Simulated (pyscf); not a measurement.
This saddle point was located with ωB97X-D3(BJ)/def2-SVP in PySCF.

```xyz
9

C      0.8490     0.2525     0.0704
C     -0.3251     0.1472    -0.4675
C     -1.5328     0.0399    -0.9092
C     -2.7532    -0.0687    -1.3879
H      0.9933     0.2828     2.3486
H      0.9167     0.2689     1.3960
H      1.8389     0.3347    -0.3846
H     -2.9388    -0.0925    -2.4680
H     -3.6195    -0.1385    -0.7198
```
Charge 0, spin multiplicity 2.

Surface: doublet, charge 0. Lowest wavenumbers (cm⁻¹): 1589i, 182, 225, 302, 357.

Problem. What reaction is this the transition state of?

Solution. •HC=C=C=CH₂ + hydrogen (H₂) ⇌ H₂C=C=C=CH₂ + H atom (H•), a hydrogen abstraction read from left to right: H–H broken and C–H formed. At ωB97M-D3(BJ)/def2-TZVP it lies +19.1 kcal/mol from the left side and +11.2 kcal/mol from the right (each side as separated species at their lowest minima found). H₂C=C=C=CH₂ lies 7.2 kcal/mol over its isomer HC≡C–CH=CH₂ (electronic energy, ωB97M-D3(BJ)/def2-TZVP). One saddle was located; it need not be the lowest between these sides. The angle at the transferred H is 178°.
